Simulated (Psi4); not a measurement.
# BH3SO (SMILES OBS) at BP86/aug-cc-pVTZ (density fitting, sweep point 9)

What is the vertical ionisation energy of BH3SO at BP86/aug-cc-pVTZ (density fitting, sweep point 9)? The job is set up through a Python script.

The calculation is run with Psi4 1.11.

## (1) The structure to begin with

BH3SO: 6 atoms, total charge 0, spin state singlet. SMILES: `OBS`. The coordinates come from a PBE0-D4/def2-TZVP relaxation. This is one conformer, not always the lowest.

Bond lengths: O1–B2 1.351 Å, B2–S3 1.813 Å, O1–H4 0.961 Å, B2–H5 1.193 Å, S3–H6 1.340 Å. Angles: O1–B2–S3 121.4°, O1–B2–H5 118.0°, S3–B2–H5 120.6°, B2–O1–H4 115.3°, B2–S3–H6 96.0°.

## (2) A single-point energy at BP86/aug-cc-pVTZ (density fitting, sweep point 9)

Contents of calc.py:

```python
import psi4

psi4.set_memory(1600000000)
psi4.set_num_threads(1)
psi4.core.set_output_file('bh3os.out', False)

geom = psi4.geometry("""
0 1
O     -2.08701353    -0.17083124    -1.89312763
B      0.10317905     0.32068652    -0.67671093
S      0.63664873    -0.74171750     2.53620143
H     -3.31287887    -1.10945821    -0.93617032
H      1.68998207     1.48078939    -1.77993304
H      2.97008255     0.22034207     2.74974048
units au
symmetry c1
""")

psi4.set_options({
    'reference': 'rks',
    'puream': True,
    'scf_type': 'df',
    'dft_radial_points': 99,
    'dft_spherical_points': 590,
})

energy_value = psi4.energy("bp86/aug-cc-pVTZ")
print(f'bp86/aug-cc-pVTZ energy: {energy_value:.10f} Eh')
for k, v in sorted(psi4.core.scalar_variables().items()):
    print(f'{k:45s} {v:18.10f}')
```

Run with:

```sh
$ python calc.py
```

bh3os.out:

```text
[...]
  Running in c1 symmetry.
[...]
  Nuclear repulsion =   88.768868558049263
[...]
  Multiplicity = 1
[...]
  Nalpha       = 16
  Nbeta        = 16
[...]
    Number of basis functions: 211
[...]
   @DF-RKS iter   1:  -499.89971687339670   -1.21359e-01   4.26181e-03 ADIIS/DIIS
[...]
   @DF-RKS iter   9:  -500.24260081439394   -8.21357e-07   5.23229e-07 DIIS
[...]
    Orbital Energies [Eh]
    ---------------------
    Doubly Occupied:
       1A    -88.141218     2A    -18.809644     3A     -7.695391
       4A     -6.561237     5A     -5.717580     6A     -5.712938
       7A     -5.710503     8A     -0.964474     9A     -0.684929
      10A     -0.533067    11A     -0.426892    12A     -0.381381
      13A     -0.344929    14A     -0.343608    15A     -0.281538
      16A     -0.250544
[...]
  @DF-RKS Final Energy:  -500.24260081439394
   => Energetics <=
    Nuclear Repulsion Energy =             88.7688685580492631
    One-Electron Energy =                -864.7764529784184333
    Two-Electron Energy =                 315.2644506650412950
    DFT Exchange-Correlation Energy =     -39.4994670590660562
    Empirical Dispersion Energy =           0.0000000000000000
    VV10 Nonlocal Energy =                  0.0000000000000000
    Total Energy =                       -500.2426008143939384
[...]
 Multipole Moments:
 ------------------------------------------------------------------------------------
     Multipole            Electronic (a.u.)      Nuclear  (a.u.)        Total (a.u.)
 ------------------------------------------------------------------------------------
 L = 1.  Multiply by 2.5417464519 to convert [e a0] to [Debye]
 Dipole X            :         -0.8636900            0.7897433           -0.0739467
 Dipole Y            :         -0.6094092            0.4809352           -0.1284741
 Dipole Z            :          0.5462885           -0.3111451            0.2351434
 Magnitude           :                                                    0.2779678
[...]
```

On the terminal:

```text
bp86/aug-cc-pVTZ energy: -500.2426008144 Eh
CURRENT ENERGY                                   -500.2426008144
CURRENT REFERENCE ENERGY                         -500.2426008144
DD SOLVATION ENERGY                                 0.0000000000
DFT FUNCTIONAL TOTAL ENERGY                      -500.2426008144
DFT TOTAL ENERGY                                 -500.2426008144
DFT VV10 ENERGY                                     0.0000000000
DFT XC ENERGY                                     -39.4994670591
GRID ELECTRONS ALPHA                               16.0000002394
GRID ELECTRONS BETA                                16.0000002394
GRID ELECTRONS TOTAL                               32.0000004787
NUCLEAR REPULSION ENERGY                           88.7688685580
ONE-ELECTRON ENERGY                              -864.7764529784
PCM POLARIZATION ENERGY                             0.0000000000
PE ENERGY                                           0.0000000000
SCF ITERATION ENERGY                             -500.2426008144
SCF ITERATIONS                                      9.0000000000
SCF TOTAL ENERGY                                 -500.2426008144
TWO-ELECTRON ENERGY                               315.2644506650
XC GRID RADIAL POINTS                              99.0000000000
XC GRID SPHERICAL POINTS                          590.0000000000
XC GRID TOTAL POINTS                           338940.0000000000
```

Run time: 49 s. Hardware: 1 thread of AMD EPYC 7R43 (Zen 3), shared host; peak memory 1.4 GiB.

## (3) The doublet cation at the same level

Contents of run.py:

```python
import psi4

psi4.set_memory(1600000000)
psi4.set_num_threads(1)
psi4.core.set_output_file('run.log', False)

molecule = psi4.geometry("""
1 2
O     -2.08701353    -0.17083124    -1.89312763
B      0.10317905     0.32068652    -0.67671093
S      0.63664873    -0.74171750     2.53620143
H     -3.31287887    -1.10945821    -0.93617032
H      1.68998207     1.48078939    -1.77993304
H      2.97008255     0.22034207     2.74974048
units bohr
symmetry c1
""")

psi4.set_options({
    'reference': 'uks',
    'puream': True,
    'scf_type': 'df',
    'dft_radial_points': 99,
    'dft_spherical_points': 590,
    'maxiter': 150,
})

E = psi4.energy("bp86/aug-cc-pVTZ", molecule=molecule)
print('E =', round(E, 9))
```

Run with:

```sh
$ python run.py
```

run.log:

```text
[...]
  Running in c1 symmetry.
[...]
  Nuclear repulsion =   88.768868558049263
[...]
  Multiplicity = 2
[...]
  Nalpha       = 16
  Nbeta        = 15
[...]
    Number of basis functions: 211
[...]
   @DF-UKS iter   1:  -499.57158554193012    2.06773e-01   3.91807e-03 DIIS/ADIIS
[...]
   @DF-UKS iter  10:  -499.86201945105989   -4.05053e-07   4.47558e-07 DIIS
[...]
   @S^2 Observed:                7.550438980E-01
[...]
    Orbital Energies [Eh]
    ---------------------
    Alpha Occupied:
       1A    -88.476808     2A    -19.066733     3A     -8.027108
       4A     -6.808366     5A     -6.053737     6A     -6.045258
       7A     -6.040535     8A     -1.212090     9A     -0.996356
      10A     -0.769832    11A     -0.702258    12A     -0.639143
      13A     -0.605833    14A     -0.594472    15A     -0.563019
      16A     -0.530298
    Alpha Virtual:
      17A     -0.289887    18A     -0.274585    19A     -0.195605
      20A     -0.186550    21A     -0.156228    22A     -0.134676
      23A     -0.133309    24A     -0.117362    25A     -0.100590
[...]
  @DF-UKS Final Energy:  -499.86201945105989
   => Energetics <=
    Nuclear Repulsion Energy =             88.7688685580492631
    One-Electron Energy =                -855.7597221869046962
    Two-Electron Energy =                 306.3243104796642911
    DFT Exchange-Correlation Energy =     -39.1954763018687373
    Empirical Dispersion Energy =           0.0000000000000000
    VV10 Nonlocal Energy =                  0.0000000000000000
    Total Energy =                       -499.8620194510598935
[...]
 Multipole Moments:
 ------------------------------------------------------------------------------------
     Multipole            Electronic (a.u.)      Nuclear  (a.u.)        Total (a.u.)
 ------------------------------------------------------------------------------------
 L = 1.  Multiply by 2.5417464519 to convert [e a0] to [Debye]
 Dipole X            :         -0.4355927            0.7897433            0.3541505
 Dipole Y            :         -0.6423118            0.4809352           -0.1613767
 Dipole Z            :          1.1023627           -0.3111451            0.7912176
 Magnitude           :                                                    0.8817541
[...]
```

On the terminal:

```text
E = -499.862019451
```

Wall time 98 s (1 thread of AMD EPYC 7R43 (Zen 3), shared host); peak memory 1.4 GiB.

## (4) Summary of results

At BP86/aug-cc-pVTZ (density fitting, sweep point 9):

| quantity | value |
| --- | --- |
| singlet BH3SO: total energy | -500.24260 Eh |
| singlet BH3SO: dipole moment | 0.71 D |
| singlet BH3SO: HOMO energy | -6.82 eV |
| singlet BH3SO: LUMO energy | -1.19 eV |
| singlet BH3SO: HOMO–LUMO gap | 5.63 eV |
| doublet cation: total energy | -499.86202 Eh |
| doublet cation: HOMO energy (highest over α and β) | -14.32 eV |
| doublet cation: LUMO energy (lowest over α and β) | -13.86 eV |
| doublet cation: ⟨S²⟩ | 0.755 |
| vertical ionisation energy (to the doublet cation) | 10.356 eV |

What this shows: The vertical ionisation energy comes to 10.36 eV (239 kcal/mol). −ε(HOMO) before ionisation, 6.82 eV, is 3.54 eV below this ionisation energy.
